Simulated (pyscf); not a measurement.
`[NH2][GeH2][Cl]` + `[H][H]` → `[Cl][GeH3]` + `[NH3]` (four-centre exchange; singlet surface; Ge–N, H–H broken, Ge–H, H–N formed). Structures and frequencies: ωB97X-D3(BJ)/def2-SVP in PySCF. Energies in eV from the separated reactants.

| level | barrier | reaction energy |
|---|---|---|
| PBE/def2-TZVP | 1.86 | -0.05 |
| r²SCAN/def2-TZVP | … | +0.01 |
| B3LYP-D3(BJ)/def2-TZVP | … | … |
| PBE0-D3(BJ)/def2-TZVP | 1.96 | -0.05 |
| M06-2X/def2-TZVP | 2.20 | +0.14 |
| ωB97M-D3(BJ)/def2-TZVP | 2.13 | -0.05 |

Q: Fill in the missing entries.

A: 
- r²SCAN/def2-TZVP, barrier: 2.01
- B3LYP-D3(BJ)/def2-TZVP, barrier: 2.09
- B3LYP-D3(BJ)/def2-TZVP, reaction energy: -0.02

The functionals in the table span 0.35 eV in this barrier, from PBE to M06-2X. On the product side the descent ends in a complex, 0.32 eV under the separated species and 2.47 eV under the saddle at ωB97X-D3(BJ)/def2-TZVP. At the saddle there is also a short Ge–H contact that neither side keeps. This is the saddle that the search found; another between the same sides may lie lower. Elements up to Kr have no core potential and no relativistic terms here.
